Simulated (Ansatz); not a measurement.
Results of PBE0 (PAW; Ansatz, a quantum-chemistry and plane-wave program) for B20 (FeSi-type) FeSi.

Settings: plane-wave cutoff 460 eV, 6×6×6 k mesh, Fermi–Dirac smearing 0.01 eV, no spin polarisation, scalar-relativistic PAW data made under PBE.

Cell (relaxed at this level):

Space group P2₁3 (No. 198); a = b = c = 4.3796 Å, α = β = γ = 90.00°

| atom | site | symmetry | x | y | z |
|---|---|---|---|---|---|
| Fe | 4a | .3. | 0.1360 | 0.1360 | 0.1360 |
| Si | 4a | .3. | 0.8412 | 0.8412 | 0.8412 |

Give the computed band gap, smallest direct gap on the k points sampled and direct gap at Γ.


band gap: 2.19 eV (indirect)
smallest direct gap on the k points sampled: 2.24 eV
direct gap at Γ: 3.19 eV

Measured, for comparison: band gap 0.05 eV (temperature not stated, not corrected to a static lattice, indirect, transport; lower end of the printed range; as tabulated in Tomczak (2018), arXiv:1802.07220). Computed (rounded) less measured: band gap +2.14 eV.

The computed numbers hold no vibrational or temperature effects.
